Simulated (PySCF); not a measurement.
# CO2: the cost of one run

Computed with PySCF 2.14.0. Level: levels as typed in each script, gas phase, geometry from GFN2-xTB.

### Step 1. The system as given

3 atoms, charge 0, spin multiplicity 1.

Bond lengths: O1–C2 1.144 Å, C2–O3 1.144 Å. Angles: O1–C2–O3 180.0°.

Coordinates:

```
O    -1.1437    0.0001    0.0000
C     0.0000   -0.0001    0.0000
O     1.1437    0.0001    0.0000
```

### Step 2. The π active space (aug-cc-pvdz)

input.py

```python
import numpy as np
from pyscf import gto, scf, dft, mcscf, mrpt
from pyscf.mcscf import avas

def solve(mol, dm0=None, hcore=None):
    mf = scf.ROHF(mol) if mol.spin else scf.RHF(mol)
    mf = mf.density_fit(auxbasis='def2-universal-jkfit')
    mf.conv_tol, mf.max_cycle = 1e-8, 80
    if hcore is not None:
        mf.get_hcore = lambda *args: hcore
    mf.kernel(dm0)
    if not mf.converged:
        mf = mf.newton().run(mf.mo_coeff, mf.mo_occ, max_cycle=30)
    assert mf.converged, 'SCF not converged'
    return mf

mol = gto.M(atom='''
O     -1.14366     0.00005     0.00000
C      0.00000    -0.00013     0.00000
O      1.14366     0.00005     0.00000
''', basis='aug-cc-pvdz', charge=0, spin=0, verbose=4)
mf = solve(mol)
ncas, nel, orbs = avas.avas(mf, ['C 2pz', 'O 2pz'], threshold=0.5, openshell_option=3)
print('active space', nel, ncas)
assert 2 <= ncas <= 10, 'active space too large or empty'
mc = mcscf.CASSCF(mf, ncas, nel)
mc.natorb, mc.max_cycle_macro = True, 60
mc.fix_spin_(ss=mol.spin / 2 * (mol.spin / 2 + 1))
mc.kernel(orbs)
occ = mc.mo_occ[mc.ncore:mc.ncore + ncas]
print('natural occupations', occ.round(4))
e2 = mrpt.NEVPT(mc).kernel()
out = dict(c=mc.mo_coeff[:, mc.ncore:mc.ncore + ncas], occ=occ, e=mc.e_tot, e2=e2, ehf=mf.e_tot, ok=mc.converged, nel=nel, w0=abs(mc.ci).max() ** 2, dm=mc.make_rdm1())
# the other spin state at the same geometry
other = mol.copy().set(spin=2).build()
mo = scf.ROHF(other).density_fit(auxbasis='def2-universal-jkfit').run()
na = (nel + other.spin) // 2
m2 = mcscf.CASSCF(mo, ncas, (na, nel - na))
m2.natorb = True
m2.fix_spin_(ss=other.spin / 2 * (other.spin / 2 + 1))
m2.kernel(mc.mo_coeff)
e2o = mrpt.NEVPT(m2).kernel()
print('other state above this one / eV: CASSCF', (m2.e_tot - mc.e_tot) * 27.211386, 'NEVPT2', (m2.e_tot + e2o - mc.e_tot - e2) * 27.211386)
np.savez('result.npz', eo=m2.e_tot, e2o=e2o, oko=m2.converged, occo=m2.mo_occ[mc.ncore:mc.ncore + ncas], co=m2.mo_coeff[:, mc.ncore:mc.ncore + ncas], **out)
```

Started as:

```
$ OMP_NUM_THREADS=1 python input.py
```

**Question.** How long does this run take on 1 thread of Intel Xeon 6975P-C (Granite Rapids), shared host, and how much memory does it need?

About 2.5 s, with a peak of 0.17 GiB.
